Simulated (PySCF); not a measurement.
C₃H₆O, SMILES C[C@@H]1CO1, point group C1.

Force field and properties: PBE0/pcSseg-1 (PySCF, grid level 2). Vibrational terms come from second-order perturbation theory with semi-diagonal cubic constants, by steps of ±0.6 along the normal coordinates of each isotopologue. The parent has the commonest isotopes.

Equilibrium geometry (Å):

```csv
atom,x,y,z
C1,1.2529,-0.0591,-0.3026
C2,-0.1744,-0.0886,-0.7555
C3,-1.2864,0.2346,0.1364
O4,-0.9930,-1.1090,-0.2064
H5,1.3180,-0.2146,0.7791
H6,1.7196,0.9021,-0.5486
H7,1.8284,-0.8509,-0.7956
H8,-0.3335,0.0658,-1.8267
H9,-2.2190,0.6296,-0.2712
H10,-1.0770,0.5086,1.1726
```

Give the equilibrium and ground-state rotational constants (MHz) of parent; ²H at 8; ¹³C at 3.


```
 species     Ae      Be      Ce     A0      B0      C0  Δ0 (u Å²)  harmonic ZPE (cm⁻¹)
  parent  18412  6708.3  5998.1  18249  6652.3  5947.4    -18.689                18846
 ²H at 8  16904  6493.2  5994.3  16760  6437.9  5942.7    -23.612                18105
¹³C at 3  18110  6625.6  5901.9  17952  6570.6  5852.2    -18.710                18804
```

Δ0 = Ic − Ia − Ib from the ground-state constants.

How is the parent's vibrational correction B0 − Be made up?


| axis | harmonic | Coriolis | cubic | total (MHz) |
| --- | --- | --- | --- | --- |
| a | 41.6 | -49.1 | -155 | -163 |
| b | 10.4 | -4.63 | -61.8 | -56 |
| c | 6.42 | -4.14 | -53.1 | -50.8 |

And its quartic centrifugal distortion constants from the harmonic force field?

Asymmetric top, A reduction, Ir representation: ΔJ = 2.78 kHz, ΔJK = 3.14 kHz, ΔK = 19.1 kHz, δJ = 0.17 kHz, δK = 2.15 kHz.

A mode lies under 250 cm⁻¹, where this perturbation treatment is rough. Internal rotors are held in one well.
